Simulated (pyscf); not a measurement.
`[CH3][AlH][CH3]` + `[H]` [doublet] → `[CH3][Al][CH3]` [doublet] + `[H][H]` (hydrogen abstraction; doublet surface; Al–H broken, H–H formed). Single points on ωB97X-D3(BJ)/def2-SVP structures (PySCF, gas phase). Energies in kcal/mol from the separated reactants.

```
level                   barrier  reaction energy
----------------------  -------  ---------------
ωB97X-D3(BJ)/def2-TZVP      2.7            -18.8
PBE/def2-TZVP              -1.3            -22.2
B3LYP-D3(BJ)/def2-TZVP     -1.5            -22.9
PBE0-D3(BJ)/def2-TZVP       0.1            -20.7
M06-2X/def2-TZVP            2.5            -22.7
ωB97M-D3(BJ)/def2-TZVP      2.7            -18.2
```

At PBE, B3LYP-D3(BJ) this geometry lies under the reactants; that is no barrier but a single point on another level's saddle; such a level's own saddle, if it has one, lies nearer that side and is low. This is the saddle that the search found; another between the same sides may lie lower. The angle at the transferred H is 180°.
